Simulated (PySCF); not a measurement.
C₄H₆N₂.
SMILES with atom numbers: `[CH3:1][n:2]1[cH:3][cH:4][n:5][cH:6]1` (hydrogens: H7, H8, H9 on C1; H10 on C3; H11 on C4; H12 on C6)

Level: wB97X-D/pcSseg-2 in PySCF, non-relativistic, on one gas-phase PBE0-D3(BJ)/def2-TZVP geometry that isn't relaxed in the solvent. The solvent is an IEF-PCM continuum (van der Waals radii × 1.2). The model holds no explicit solvent molecules, cavitation or dispersion.

Gas phase at wB97X-D/pcSseg-2: HOMO -8.42 eV, LUMO 2.07 eV, dipole 4.23 D.

Question: What does the continuum do to the energy, the frontier levels and the dipole at wB97X-D/pcSseg-2 in chloroform?

Answer: 
```csv
solvent,ε,E(solvent) − E(gas) (kJ/mol),polarisation term (kJ/mol),distortion of the solute (kJ/mol),HOMO (eV),LUMO (eV),dipole (D)
chloroform,4.711,-24.74,-29.16,4.42,-8.48,2.29,5.27
```

Polarisation term: ½ Σ q·V over the induced surface charges. Distortion: the rise of the solute's own energy as its density leaves the gas-phase optimum.

Question: Which radius a makes the point-dipole formula ΔE = −[(ε − 1)/(2ε + 1)]·μ²/a³ give the value in chloroform, with the gas-phase dipole?

Answer: μ = 1.662 au and |ΔE| = 0.00942 Eh give a = 2.49 Å; the farthest nucleus lies 2.99 Å from the centroid of the nuclei, so such a sphere wouldn't even hold the nuclei. The formula assumes a rigid point dipole at the centre of a sphere.

The pairwise dispersion term of wB97X-D wasn't added to the energies; at a given geometry it leaves orbitals and properties as they are.
